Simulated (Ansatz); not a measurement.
Molecular dynamics of BFH4

Input file:

```yaml
crystal:
  periodic: [false, false, false]
  atoms:
    - { symbol: B, position_ang: [-0.292774, 0.130107, -0.259851] }
    - { symbol: F, position_ang: [1.348649, 0.139468, 0.012659] }
    - { symbol: H, position_ang: [-0.534168, -0.557646, -1.225759] }
    - { symbol: H, position_ang: [-0.731662, 1.246548, -0.101161] }
    - { symbol: H, position_ang: [0.651224, -0.386217, 0.733181] }
    - { symbol: H, position_ang: [-0.441269, -0.572159, 0.840934] }
basis:
  gaussian: { orbitals: def2-SVP }
hamiltonian:
  xc: pbe
md:
  timestep: 0.5
  n_steps: 200
  ensemble: nve
  temperature: 300.0
  initial_velocities: maxwell_boltzmann
  seed: 7170
```

Command:

```bash
$ ansatz run input.yaml --threads 1 --pin off --max-ram 2048MiB --backend cpu --events-out ev --progress --plain --runs-dir out
```

It starts at the highest image of a converged band, a first-order saddle point between two minima.

Output, in part (one step line in 7, the closing report, with atoms numbered from 0):

```
md step     0: t =     0.00 fs  T =   300.0 K  F+E_penalty+E_count = -3450.13408901 eV  E_kin = 0.155112 eV  conserved = -3449.97897701 eV  (23 SCF iters)
md step     7: t =     3.50 fs  T =   157.3 K  F+E_penalty+E_count = -3450.05985033 eV  E_kin = 0.081328 eV  conserved = -3449.97852198 eV  (27 SCF iters)
md step    14: t =     7.00 fs  T =    94.4 K  F+E_penalty+E_count = -3450.02727230 eV  E_kin = 0.048815 eV  conserved = -3449.97845731 eV  (27 SCF iters)
md step    21: t =    10.50 fs  T =   283.6 K  F+E_penalty+E_count = -3450.12518681 eV  E_kin = 0.146645 eV  conserved = -3449.97854229 eV  (26 SCF iters)
md step    28: t =    14.00 fs  T =   615.6 K  F+E_penalty+E_count = -3450.29673973 eV  E_kin = 0.318264 eV  conserved = -3449.97847530 eV  (27 SCF iters)
md step    35: t =    17.50 fs  T =  1172.3 K  F+E_penalty+E_count = -3450.58468444 eV  E_kin = 0.606148 eV  conserved = -3449.97853674 eV  (27 SCF iters)
md step    42: t =    21.00 fs  T =  2001.2 K  F+E_penalty+E_count = -3451.01387633 eV  E_kin = 1.034718 eV  conserved = -3449.97915848 eV  (27 SCF iters)
md step    49: t =    24.50 fs  T =  2399.5 K  F+E_penalty+E_count = -3451.22028895 eV  E_kin = 1.240655 eV  conserved = -3449.97963431 eV  (26 SCF iters)
md step    56: t =    28.00 fs  T =  1990.0 K  F+E_penalty+E_count = -3451.00706489 eV  E_kin = 1.028934 eV  conserved = -3449.97813104 eV  (25 SCF iters)
md step    63: t =    31.50 fs  T =  2330.9 K  F+E_penalty+E_count = -3451.18412193 eV  E_kin = 1.205159 eV  conserved = -3449.97896301 eV  (25 SCF iters)
md step    70: t =    35.00 fs  T =  2763.9 K  F+E_penalty+E_count = -3451.40850713 eV  E_kin = 1.429028 eV  conserved = -3449.97947956 eV  (24 SCF iters)
md step    77: t =    38.50 fs  T =  2401.8 K  F+E_penalty+E_count = -3451.22053413 eV  E_kin = 1.241821 eV  conserved = -3449.97871340 eV  (24 SCF iters)
md step    84: t =    42.00 fs  T =  2187.8 K  F+E_penalty+E_count = -3451.10995571 eV  E_kin = 1.131175 eV  conserved = -3449.97878031 eV  (24 SCF iters)
md step    91: t =    45.50 fs  T =  2283.1 K  F+E_penalty+E_count = -3451.15938270 eV  E_kin = 1.180429 eV  conserved = -3449.97895406 eV  (25 SCF iters)
md step    98: t =    49.00 fs  T =  2504.9 K  F+E_penalty+E_count = -3451.27419972 eV  E_kin = 1.295129 eV  conserved = -3449.97907028 eV  (26 SCF iters)
md step   105: t =    52.50 fs  T =  2575.7 K  F+E_penalty+E_count = -3451.31107928 eV  E_kin = 1.331753 eV  conserved = -3449.97932606 eV  (25 SCF iters)
md step   112: t =    56.00 fs  T =  2329.4 K  F+E_penalty+E_count = -3451.18283452 eV  E_kin = 1.204368 eV  conserved = -3449.97846603 eV  (25 SCF iters)
md step   119: t =    59.50 fs  T =  2436.7 K  F+E_penalty+E_count = -3451.23902375 eV  E_kin = 1.259867 eV  conserved = -3449.97915682 eV  (25 SCF iters)
md step   126: t =    63.00 fs  T =  2289.2 K  F+E_penalty+E_count = -3451.16206546 eV  E_kin = 1.183610 eV  conserved = -3449.97845521 eV  (24 SCF iters)
md step   133: t =    66.50 fs  T =  2434.3 K  F+E_penalty+E_count = -3451.23755393 eV  E_kin = 1.258615 eV  conserved = -3449.97893852 eV  (24 SCF iters)
md step   140: t =    70.00 fs  T =  2508.2 K  F+E_penalty+E_count = -3451.27575412 eV  E_kin = 1.296830 eV  conserved = -3449.97892395 eV  (25 SCF iters)
md step   147: t =    73.50 fs  T =  2367.9 K  F+E_penalty+E_count = -3451.20353351 eV  E_kin = 1.224299 eV  conserved = -3449.97923496 eV  (26 SCF iters)
md step   154: t =    77.00 fs  T =  2146.3 K  F+E_penalty+E_count = -3451.08826853 eV  E_kin = 1.109728 eV  conserved = -3449.97854040 eV  (24 SCF iters)
md step   161: t =    80.50 fs  T =  2514.8 K  F+E_penalty+E_count = -3451.27964670 eV  E_kin = 1.300262 eV  conserved = -3449.97938473 eV  (22 SCF iters)
md step   168: t =    84.00 fs  T =  2727.8 K  F+E_penalty+E_count = -3451.39002890 eV  E_kin = 1.410393 eV  conserved = -3449.97963574 eV  (24 SCF iters)
md step   175: t =    87.50 fs  T =  2257.9 K  F+E_penalty+E_count = -3451.14608311 eV  E_kin = 1.167405 eV  conserved = -3449.97867776 eV  (23 SCF iters)
md step   182: t =    91.00 fs  T =  2068.2 K  F+E_penalty+E_count = -3451.04756521 eV  E_kin = 1.069320 eV  conserved = -3449.97824488 eV  (24 SCF iters)
md step   189: t =    94.50 fs  T =  2500.2 K  F+E_penalty+E_count = -3451.27162550 eV  E_kin = 1.292705 eV  conserved = -3449.97892074 eV  (24 SCF iters)
md step   196: t =    98.00 fs  T =  2813.7 K  F+E_penalty+E_count = -3451.43478773 eV  E_kin = 1.454773 eV  conserved = -3449.98001436 eV  (24 SCF iters)
md step   200: t =   100.00 fs  T =  2511.3 K  F+E_penalty+E_count = -3451.27793622 eV  E_kin = 1.298440 eV  conserved = -3449.97949608 eV  (22 SCF iters)
Total energy: -3451.27797639 eV, -126.8321262720 hartree
Atom 0 at     0.238384     0.294150    -0.521830 Å, force    -1.706222    -0.376698     0.288746 eV/Å
Atom 1 at     1.550079     0.409548    -0.340093 Å, force    -0.610234     0.029922    -0.183645 eV/Å
Atom 2 at    -0.329222    -0.646079    -1.146395 Å, force     1.066461     0.399622     0.102328 eV/Å
Atom 3 at    -0.646739     1.040044     0.007456 Å, force     1.249987    -0.052839    -0.207438 eV/Å
Atom 4 at    -4.410547    -3.752914     5.507243 Å, force    -0.075473    -0.000773    -0.016995 eV/Å
Atom 5 at    -5.162095    -3.760129     5.336953 Å, force     0.075481     0.000766     0.017005 eV/Å
Dipole moment:    -0.049001     0.005023    -0.024131 e Å
```

All steps were run. The conserved energy stayed within 0.17 meV per atom of its start (net change -0.086 meV per atom), so the integration is sound. The system heated up, since it started high on the potential surface and ran downhill. A run of 0.1 ps of so small a system gives no equilibrium averages. The orbitals stay closed-shell, which can raise the energy where a bond breaks towards radicals; this wasn't checked here.

The step under study would form B1–H6, F2–H5 and break B1–F2, H5–H6. These pairs go: B1–H6 1.31 → 8.94 Å, F2–H5 1.13 → 9.33 Å, B1–F2 1.66 → 1.33 Å, H5–H6 1.11 → 0.77 Å. In the last frame they stand as before the step (other bonds may differ from the relaxed reactants and products). It ends as BFH2 + H2. Pairs count as bonded within 1.25 times the sum of covalent radii (0.12 Å more for H–H).

Last frame:

```xyz
6
Properties=species:S:1:pos:R:3
B 0.238 0.294 -0.522
F 1.550 0.409 -0.340
H -0.329 -0.646 -1.146
H -0.647 1.040 0.007
H -4.410 -3.753 5.507
H -5.162 -3.760 5.337
```

The run took 2.1 min on 1 CPU thread of a shared host.
